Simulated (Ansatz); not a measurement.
**BH3 (borane) at MP2/def2-TZVPPD**

What is the vertical electron affinity of BH3 (borane) at MP2/def2-TZVPPD? 

Program for the calculation: Ansatz 0.2.0.

32 further runs of the same task are left out: 32 set aside as unsound or not needed.

**1. Starting point**

BH3: 4 atoms, total charge 0, spin state singlet. As SMILES, `B`. The coordinates come from a PBE0-D4/def2-TZVP relaxation.

Bond lengths: B1–H2 1.193 Å, B1–H3 1.193 Å, B1–H4 1.193 Å. Angles: H2–B1–H3 120.0°, H2–B1–H4 120.0°, H3–B1–H4 120.0°.

**2. The energy at MP2/def2-TZVPPD**

File run.yaml:

```yaml
crystal:
  periodic: [false, false, false]
  atoms:
    - symbol: B
      position_ang: [0.013900, -0.015100, -0.005100]
    - symbol: H
      position_ang: [0.982200, 0.381700, 0.568800]
    - symbol: H
      position_ang: [-0.276200, -1.171800, 0.043000]
    - symbol: H
      position_ang: [-0.664400, 0.744900, -0.626900]
basis:
  gaussian: {orbitals: def2-TZVPPD.json}
correlation: {method: mp2, frozen_orbitals: {B: 1, H: 0}}
accuracy: high
```

The basis set def2-TZVPPD is read from a file made from the Basis Set Exchange's data (not shown).

On the command line:

```bash
$ ansatz run run.yaml --threads 1 --pin off --max-ram 3480MiB --events-out events.jsonl --progress --plain --runs-dir runs
```

The program printed:

```text
Warning: RAYON_NUM_THREADS=1 ignored (pool sized by the plan → 1); use --threads N
Functional definition: HF
  name "HF"
  exchange = exact_x
  correlation = 0
1349 factors; integrals over basis functions are off by at most 2.9e-9 eV
mean field evaluation 1: about -717.9734 eV, gradient 9.8e0 eV
mean field evaluation 2: about -717.9727 eV, gradient 9.8e0 eV
mean field evaluation 4: about -718.3983 eV, gradient 1.5e-1 eV
mean field evaluation 8: about -718.3984 eV, gradient 1.1e-4 eV
mean field -718.39844440 eV, -26.4006558838 hartree, gradient 2.9e-8 eV, S^2 0.000000; 0 other end points of the search recorded, 0 dependent functions left out
1 core orbitals not correlated: weight in the atoms' cores, before any rotation towards them, 1.000 or more for the frozen orbitals, at most 0.000 for the correlated occupied ones
reference -718.39844440 eV, -26.4006558838 hartree; 3, 3 occupied and 84, 84 virtual orbitals, 1349 factors
second order -3.08934671 eV of doubles, -0.00000000 eV of singles
Total energy: -721.48779111 eV, -26.5141872812 hartree
```

Run time: 0.74 s. Hardware: 1 thread of Arm Neoverse V2, shared host; peak memory 0.14 GiB.

**3. The doublet anion, same level**

File in.yaml:

```yaml
crystal:
  periodic: [false, false, false]
  atoms:
    - {symbol: B, position_ang: [0.013900, -0.015100, -0.005100]}
    - {symbol: H, position_ang: [0.982200, 0.381700, 0.568800]}
    - {symbol: H, position_ang: [-0.276200, -1.171800, 0.043000]}
    - {symbol: H, position_ang: [-0.664400, 0.744900, -0.626900]}
basis:
  gaussian: {orbitals: def2-TZVPPD.json}
total_charge: -1
magnetization: {spin_polarized: true, initial_magnetization: 1}
correlation: {method: mp2, frozen_orbitals: {B: 1, H: 0}}
accuracy: high
```

The basis set def2-TZVPPD is read from a file made from the Basis Set Exchange's data (not shown).

On the command line:

```bash
$ ansatz run in.yaml --threads 1 --pin off --max-ram 3480MiB --events-out events.jsonl --progress --plain --runs-dir runs
```

The program printed:

```text
Warning: RAYON_NUM_THREADS=1 ignored (pool sized by the plan → 1); use --threads N
[... 4 set-up lines as earlier in the session ...]
1349 factors; integrals over basis functions are off by at most 2.9e-9 eV
mean field evaluation 1: about -716.6587 eV, gradient 8.7e0 eV
mean field evaluation 2: about -716.6581 eV, gradient 8.7e0 eV
mean field evaluation 4: about -717.4296 eV, gradient 8.3e-1 eV
mean field evaluation 8: about -717.4384 eV, gradient 1.2e-3 eV
mean field evaluation 16: about -716.9831 eV, gradient 4.0e0 eV
mean field evaluation 32: about -717.4313 eV, gradient 2.3e-1 eV
mean field -717.43844363 eV, -26.3653765061 hartree, gradient 2.6e-8 eV, S^2 0.758883; 4 other end points of the search recorded, 0 dependent functions left out
1 core orbitals not correlated: weight in the atoms' cores, before any rotation towards them, 1.000 or more for the frozen orbitals, at most 0.000 for the correlated occupied ones
reference -717.43844363 eV, -26.3653765061 hartree; 4, 3 occupied and 83, 84 virtual orbitals, 1349 factors
second order -3.71420197 eV of doubles, -0.00000000 eV of singles
Total energy: -721.15264560 eV, -26.5018709110 hartree
```

It took 1.6 s on 1 thread of Arm Neoverse V2, shared host; peak memory 0.15 GiB.

**4. Outcome**

Level: MP2/def2-TZVPPD, 1 core orbital frozen.

| quantity | value |
| --- | --- |
| singlet BH3: total energy | -26.51419 Eh |
| singlet BH3: correlation energy (1 core orbital frozen) | -113.5 mEh |
| doublet anion: total energy | -26.50187 Eh |
| doublet anion: correlation energy (1 core orbital frozen) | -136.5 mEh |
| doublet anion: ⟨S²⟩ of the reference determinant | 0.759 |
| vertical electron affinity (to the doublet anion) | -0.335 eV |

The anion lies 0.34 eV (32.3 kJ/mol) above the neutral: the electron isn't bound at this level, and such a value depends on the basis.
